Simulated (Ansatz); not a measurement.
A calculation with Ansatz (development build ahead of 0.2.0).

```yaml
crystal:
  periodic: [false, false, false]
  atoms:
    - { symbol: "N", position_ang: [0.0, 0.0, 0.0] }
    - { symbol: Li, position_ang: [0.0, 4.162, 2.4029] }
    - { symbol: O, position_ang: [0.0, -2.8653, 1.6543] }
basis:
  gaussian: { orbitals: pcseg-2 }
magnetization:
  initial_magnetization: 2
hamiltonian:
  xc: pbe
```

The input is written out in the form of the current development build from the run's settings.

Results

```yaml
Converged: yes
Total_energy: -136.94139 hartree
Spin_squared_of_the_determinant: 2.000
Stability_test: minimum among restricted orbitals
```

Caution: charge can spread falsely over distant fragments; an unrestricted determinant lies well below; other spin multiplicities may lie lower.
